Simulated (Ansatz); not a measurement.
**BPH3 (doublet): the correlation ladder at a displaced geometry (v1), cc-pVDZ**

How much of the correlation energy of BPH3 (doublet) does each wave-function method recover here?

Program: Ansatz 0.2.0, Gaussian basis. Level of theory: cc-pVDZ, core rule «outside noble gas», up to 6 orbitals frozen. These are calculated values, not measurements.

The runs, in order: UHF; CCSD(T) on ROHF; CCSD(T) on UHF; BCCD(T) on ROHF; CISD; CCSDT(Q) on ROHF; CCSDT(Q) on UHF.

16 further runs of the same task are left out: 1 for a mislabelled method, 4 that didn't finish, 11 set aside as unsound or not needed.

## 1. What is computed

The geometry is a PBE0/def2-TZVP stationary point (not a proven minimum) with its atoms shifted at random (size 0.040 Å).

5 atoms, charge 0, spin multiplicity 2.

Atoms are counted from 1 here; the program's logs count them from 0.

Bond lengths: B1–P2 1.890 Å, B1–H3 1.197 Å, B1–H4 1.186 Å, P2–H5 1.415 Å. Angles: P2–B1–H3 117.4°, P2–B1–H4 119.1°, H3–B1–H4 123.2°, B1–P2–H5 98.3°.

## 2. UHF

The input, in.yaml:

```yaml
crystal:
  periodic: [false, false, false]
  atoms:
    - {symbol: B, position_ang: [0.031734, 0.060887, 1.326501]}
    - {symbol: P, position_ang: [-0.024123, -0.067994, -0.557825]}
    - {symbol: H, position_ang: [-0.292006, 1.103750, 1.816612]}
    - {symbol: H, position_ang: [0.276573, -0.908465, 1.963821]}
    - {symbol: H, position_ang: [0.416348, 1.241097, -0.866449]}
basis:
  gaussian: {orbitals: cc-pVDZ}
magnetization: {spin_polarized: true, initial_magnetization: 1}
hamiltonian: {xc: hf}
output: {orbitals: {seedname: orbitals}}
```

Run with:

```sh
> ansatz run in.yaml --threads 1 --pin off --events-out ev --progress --plain --max-ram 2393MiB
```

After this run come: CCSD(T) on ROHF; CCSD(T) on UHF; BCCD(T) on ROHF; CISD; CCSDT(Q) on ROHF; CCSDT(Q) on UHF.

Q: Predict the results of all the runs planned. Wanted: UCCSDT(Q) below the RHF energy; RMP2 from UCCSDT(Q); UMP2 from UCCSDT(Q); RCCSD from UCCSDT(Q); RCCSD(T) from UCCSDT(Q); UCCSD(T) from UCCSDT(Q); RCCSDT(Q) from UCCSDT(Q); T1 diagnostic.

The runs gave:

| quantity | value |
| --- | --- |
| UCCSDT(Q) below the RHF energy | -6.3896 eV |
| RMP2 from UCCSDT(Q) | +28.98 kcal/mol |
| UMP2 from UCCSDT(Q) | +29.38 kcal/mol |
| RCCSD from UCCSDT(Q) | +4.77 kcal/mol |
| RCCSD(T) from UCCSDT(Q) | +0.90 kcal/mol |
| UCCSD(T) from UCCSDT(Q) | +0.91 kcal/mol |
| RCCSDT(Q) from UCCSDT(Q) | +0.02 kcal/mol |
| levels within 1 kcal/mol (43 meV) | RCCSD(T), UCCSD(T), BCCD(T), RCCSDT, UCCSDT, RCCSDT(Q) |
| T1 diagnostic | 0.022 |

**Reading.** RCCSD(T) lands +0.90 kcal/mol from the yardstick (0.6 % of the correlation energy). These misses are within one basis, not against nature; the frozen cores of restricted and unrestricted runs differ, which can shift their rows.
